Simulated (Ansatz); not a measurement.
Process, species as SMILES: C#N (CH-N) + 3 [H][H] (H2) → C (CH4) + N (NH3)
B3LYP-D3(BJ)/def2-TZVP geometries, fixed; electronic energies without zero-point terms.
Largest species:
```xyz
5

C      0.0000     0.0000     0.0000
H      0.6205     0.6269     0.6390
H     -0.6429    -0.6249     0.6185
H      0.6369    -0.6328    -0.6166
H     -0.6146     0.6308    -0.6409
```

Effect of a fitting basis named in the input at wB97M-V/aug-cc-pVTZ with Ansatz (a first-principles code), against the last row, where the energy of full hydrogenation is -80.54 kcal/mol. The default fits or decomposes integrals by the program's own choice; accuracy: high also tightens integrals, grids and stops. Cost is core time over that of fitting: def2-SV(P)-JKFIT, rough, on shared machines of one kind.

```json
[
 {"setting": "fitting: def2-SV(P)-JKFIT", "largest shift of a total energy (mEh)": "-0.062", "shift of the energy of full hydrogenation (kcal/mol)": "-0.008", "cost": "1×"},
 {"setting": "fitting: def2-universal-JKFIT", "largest shift of a total energy (mEh)": "-0.062", "shift of the energy of full hydrogenation (kcal/mol)": "-0.008", "cost": "0.9×"},
 {"setting": "fitting: cc-pVTZ-JKFIT", "largest shift of a total energy (mEh)": "-0.014", "shift of the energy of full hydrogenation (kcal/mol)": "-0.018", "cost": "0.9×"},
 {"setting": "fitting: cc-pVQZ-JKFIT", "largest shift of a total energy (mEh)": "-0.009", "shift of the energy of full hydrogenation (kcal/mol)": "-0.002", "cost": "1×"},
 {"setting": "fitting: cc-pV5Z-JKFIT", "largest shift of a total energy (mEh)": "-0.005", "shift of the energy of full hydrogenation (kcal/mol)": "-0.001", "cost": "1×"},
 {"setting": "accuracy: high", "largest shift of a total energy (mEh)": "-0.002", "shift of the energy of full hydrogenation (kcal/mol)": "-0.003", "cost": "6×"},
 {"setting": "accuracy: medium (default)", "largest shift of a total energy (mEh)": "0.000", "shift of the energy of full hydrogenation (kcal/mol)": "0.000", "cost": "1×"}
]
```

Within 0.02 kcal/mol in the energy of full hydrogenation: fitting: def2-SV(P)-JKFIT; fitting: def2-universal-JKFIT; fitting: cc-pVTZ-JKFIT; fitting: cc-pVQZ-JKFIT; fitting: cc-pV5Z-JKFIT; accuracy: high. The largest shift is 0.062 mEh in a total energy and 0.018 kcal/mol in the difference.
